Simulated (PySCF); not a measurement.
**SiHClO (SMILES O[Si]Cl): levels of theory compared**

We compute a comparison of 6 runs (B3LYP/STO-3G, PBE/STO-3G, r2SCAN/STO-3G, CCSDT/STO-3G, QCISD(T)/STO-3G, CISD/STO-3G) of SiHClO. Input form: a Python script.

The results are computed with PySCF 2.14.0.

2 further runs of the same task are left out: 2 set aside as unsound or not needed.

## (1) The structure to begin with

SiHClO has 4 atoms, charge 0, and is taken as a singlet. SMILES: `O[Si]Cl`. The shape is that of a PBE0-D4/def2-TZVP optimisation.

Bond lengths: O1–Si2 1.637 Å, Si2–Cl3 2.110 Å, O1–H4 0.963 Å. Angles: O1–Si2–Cl3 101.3°, Si2–O1–H4 120.4°.

## (2) The energy at B3LYP/STO-3G (run 1)

File geometry.xyz:

```xyz
4

O     -0.911800     0.450200    -0.308700
Si    -0.434200    -0.789700     0.647000
Cl     1.662300    -0.701000     0.421400
H     -0.260800     0.980400    -0.780000
```

File input.py:

```python
from pyscf import gto, dft

molecule = gto.M(
    atom='geometry.xyz',
    verbose=4,
    max_memory=1860,
    spin=0,
    basis='sto-3g',
    charge=0,
)

mf = dft.RKS(molecule)
mf.xc = 'b3lyp'
mf.grids.level = 5
mf.conv_tol = 1e-10
mf.kernel()
if not mf.converged:
    mf = mf.newton().run(mf.mo_coeff, mf.mo_occ)

e_final = mf.e_tot
print(f'total energy: {e_final:.8f} hartree')
```

The run is started by

```
$ OMP_NUM_THREADS=1 python input.py
```

The program printed:

```text
PySCF version 2.14.0

[... 70 lines left out ...]
converged SCF energy = -816.12817820529
total energy: -816.12817821 hartree
```

It took 3.6 s on 1 thread of Arm Neoverse V1, shared host; peak memory 0.22 GiB.

## (3) The energy at PBE/STO-3G (run 2)

File input.py:

```python
from pyscf import gto, dft

mol = gto.Mole()
mol.atom = [
    ('O', (-0.911800, 0.450200, -0.308700)),
    ('Si', (-0.434200, -0.789700, 0.647000)),
    ('Cl', (1.662300, -0.701000, 0.421400)),
    ('H', (-0.260800, 0.980400, -0.780000)),
]
mol.basis = 'sto-3g'
mol.max_memory = 1860
mol.verbose = 3
mol.build()

mf = dft.RKS(mol)
mf.xc = 'pbe'
mf.conv_tol = 1e-10
mf.grids.level = 5
mf.kernel()
if not mf.converged:
    mf = mf.newton().run(mf.mo_coeff, mf.mo_occ)

e_final = mf.e_tot
print('E = %.10f Eh' % e_final)
```

The run is started by

```
$ OMP_NUM_THREADS=1 python input.py
```

The program printed:

```text
converged SCF energy = -815.694388379506
E = -815.6943883795 Eh
```

It took 3.6 s on 1 thread of Arm Neoverse V1, shared host; peak memory 0.22 GiB.

Runs 3 to 5 aren't shown in full; the table further down has their settings and results.

## (4) A single-point energy at CISD/STO-3G (run 6)

File calc.py:

```python
# O[Si]Cl
from pyscf import gto, scf, ci

molecule = gto.Mole()
molecule.atom = '''
O     -1.723052     0.850755    -0.583358
Si    -0.820519    -1.492317     1.222653
Cl     3.141292    -1.324698     0.796331
H     -0.492841     1.852687    -1.473986
'''
molecule.basis = 'sto-3g'
molecule.max_memory = 1860
molecule.spin = 0
molecule.verbose = 3
molecule.unit = 'bohr'
molecule.build()

mf = scf.RHF(molecule)
mf.conv_tol = 1e-10
mf.kernel()
if not mf.converged:
    mf = mf.newton().run(mf.mo_coeff, mf.mo_occ)

cisd = ci.CISD(mf, frozen=11)
cisd.kernel()
etot = cisd.e_tot
print(f'total energy: {etot:.8f} hartree')
```

The run is started by

```
$ OMP_NUM_THREADS=1 python calc.py
```

The program printed:

```text
converged SCF energy = -814.656436837348
E(RCISD) = -814.7469119081542  E_corr = -0.09047507080616946
total energy: -814.74691191 hartree
```

Wall time 0.72 s (1 thread of Arm Neoverse V1, shared host); peak memory 0.1 GiB.

## (5) Overview of the runs

| run | level | integration grid | frozen core orbitals | energy (Eh) | dipole moment (D) of the reference | HOMO energy (eV) | LUMO energy (eV) | wall time |
| --- | --- | --- | --- | --- | --- | --- | --- | --- |
| 1 | B3LYP/STO-3G | 5 | – | -816.128178 | 2.22 | -4.59 | 1.57 | 3.6 s |
| 2 | PBE/STO-3G | 5 | – | -815.694388 | 2.24 | -3.51 | 0.93 | 3.6 s |
| 3 | r2SCAN/STO-3G | 5 | – | -816.084306 | 2.22 | -3.81 | 1.00 | 4.8 s |
| 4 | CCSDT/STO-3G | – | 11 | -814.755502 | 2.25 | -7.74 | 5.61 | 1.8 s |
| 5 | QCISD(T)/STO-3G | – | 11 | -814.755987 | 2.25 | -7.74 | 5.61 | 0.83 s |
| 6 | CISD/STO-3G | – | 11 | -814.746912 | 2.25 | -7.74 | 5.61 | 0.72 s |

## (6) Results

```
                                           quantity          value
                                run 6: total energy  -814.74691 Eh
        run 6: dipole moment (Hartree–Fock density)         2.25 D
         run 6: HOMO energy (Hartree–Fock orbitals)       -7.74 eV
         run 6: LUMO energy (Hartree–Fock orbitals)        5.61 eV
       run 6: HOMO–LUMO gap (Hartree–Fock orbitals)       13.35 eV
run 6: correlation energy (11 core orbitals frozen)      -90.5 mEh
```

Over runs 1, 2, 3 the dipole moment (its size) runs from 2.22 D (B3LYP/STO-3G) to 2.24 D (PBE/STO-3G). Over runs 1, 2, 3 the HOMO–LUMO gap runs from 4.43 eV (PBE/STO-3G) to 6.17 eV (B3LYP/STO-3G). Totals of different functionals can't be ranked against each other. In runs 1, 2, 3, 4, 5, 6 the basis is minimal, so the values are rough. All runs together took 15 s, the longest 4.8 s.
